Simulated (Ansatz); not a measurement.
# C2H5NO: the cost of one run

Computed with Ansatz 0.2.0, driven from Python. Level of theory: PBE0/6-31G*.

## (1) Starting point

Bond lengths: N1–C2 1.266 Å, C2–C3 1.485 Å, C3–O4 1.440 Å, N1–H5 1.091 Å, C2–H6 1.112 Å, C3–H7 1.146 Å, C3–H8 1.068 Å, O4–H9 0.993 Å. Angles: N1–C2–C3 117.4°, N1–C2–H6 124.3°, C3–C2–H6 118.4°, C2–N1–H5 108.1°, C2–C3–O4 114.1°, C2–C3–H7 110.0°, C2–C3–H8 112.3°, O4–C3–H7 104.2°, O4–C3–H8 110.3°, H7–C3–H8 105.2°, C3–O4–H9 98.0°.

The script reads c2h5no.xyz:

```xyz
9

N    -0.87340    0.46210   -1.05110
C    -0.49310    0.50590    0.15600
C     0.59750   -0.41720    0.56190
O     1.14100   -1.19700   -0.51980
H    -1.67650    1.18890   -1.18080
H    -0.91610    1.19290    0.92140
H     1.49180    0.18130    0.95460
H     0.30910   -1.05360    1.36940
H     0.50830   -0.90980   -1.22880
```

## (2) Script

File scan_c2h5no.py:

```python
"""Potential curve of C2H5NO along one bond."""

import warnings

import ansatz
import matplotlib.pyplot as plt
import numpy as np

warnings.simplefilter("ignore", ansatz.DeckWarning)

mol = ansatz.Crystal.molecule_from_extxyz("c2h5no.xyz")

symbols = [site.symbol for site in mol.cartesian_sites]
start = np.array([site.position_ang for site in mol.cartesian_sites])
axis = (start[6] - start[2]) / np.linalg.norm(start[6] - start[2])
moving = [6]
lengths, energies = [1.008, 1.054, 1.1, 1.146, 1.191, 1.237, 1.283, 1.352], []
for length in lengths:
    xyz = start.copy()
    xyz[moving] += (length - np.linalg.norm(start[6] - start[2])) * axis
    point = ansatz.Crystal.molecule()
    for symbol, xyz in zip(symbols, xyz):
        point = point.atom(symbol, xyz.tolist())
    calc = (
        point.calculation()
        .basis(gaussian="6-31G*")
        .functional("pbe0")
    )
    report = calc.run().report
    energies.append(report["free_energy_ev"])
    print(f"r = {length:6.3f} A  E = {energies[-1]:.5f} eV  <S^2> = {abs(report['mean_field']['state']['spin_squared']):.3f}")

# quartic fit about the minimum
fit = np.polynomial.Polynomial.fit(lengths, np.array(energies) - min(energies), 4).convert()
roots = [r.real for r in fit.deriv().roots() if abs(r.imag) < 1e-9 and fit.deriv(2)(r.real) > 0]
r_e = min(roots, key=lambda r: abs(r - lengths[int(np.argmin(energies))]))
print(f"minimum of the fit at {r_e:.4f} A, force constant {fit.deriv(2)(r_e):.2f} eV/A^2")
plt.figure(figsize=(4.5, 3))
plt.plot(lengths, np.array(energies) - min(energies), "o-")
plt.xlabel("bond length (A)")
plt.ylabel("E - E(min) (eV)")
plt.tight_layout()
plt.savefig("scan.png", dpi=100)
```

## (3) The input behind the calls

The package turns the script's settings into the engine's input (first run):

```yaml
crystal:
  periodic: [false, false, false]
  atoms:
    - { symbol: "N", position_ang: [-0.8734, 0.4621, -1.0511] }
    - { symbol: C, position_ang: [-0.4931, 0.5059, 0.156] }
    - { symbol: C, position_ang: [0.5975, -0.4172, 0.5619] }
    - { symbol: O, position_ang: [1.141, -1.197, -0.5198] }
    - { symbol: H, position_ang: [-1.6765, 1.1889, -1.1808] }
    - { symbol: H, position_ang: [-0.9161, 1.1929, 0.9214] }
    - { symbol: H, position_ang: [1.3844474401366407, 0.1094555327314989, 0.9074599460378607] }
    - { symbol: H, position_ang: [0.3091, -1.0536, 1.3694] }
    - { symbol: H, position_ang: [0.5083, -0.9098, -1.2288] }
basis:
  gaussian:
    orbitals: "6-31G*"
hamiltonian:
  xc: pbe0
```

## (4) The run

Launch:

```console
$ python scan_c2h5no.py
```

What time and memory should one allow on 1 thread of Arm Neoverse V2, shared host?

About 11 s, with a peak of 0.23 GiB.
